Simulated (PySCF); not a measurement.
methanethiol cation (CH4S), SMILES CS (connectivity only; charge and spin as stated), charge +1, multiplicity 2. The structure is a stationary point at PBE0-D3(BJ)/def2-TZVP. The spin state was assumed, not searched.

Computed with PBE0-D3(BJ)/def2-TZVP (PySCF).

Harmonic wavenumbers (cm⁻¹): 217, 735, 791, 817, 1095, 1301, 1393, 1415, 2621, 3005, 3074, 3182. Rotational constants (GHz): 100.9, 13.70, 13.06; symmetry number 1.

**Question.** Work out the zero-point energy and the ideal-gas rigid-rotor harmonic-oscillator thermochemistry at 298.15 K and 1 atm.

**Answer.** ZPE = ½ Σ hcν = ½ × 19644 cm⁻¹ = 117.50 kJ/mol. H − E(el) = 129.62 kJ/mol. Entropy in J/(mol K): translation 157.05, rotation 85.42, vibration 11.68, spin 5.76, total 259.91. G − E(el) = 52.13 kJ/mol. Cp = 52.14 J/(mol K).
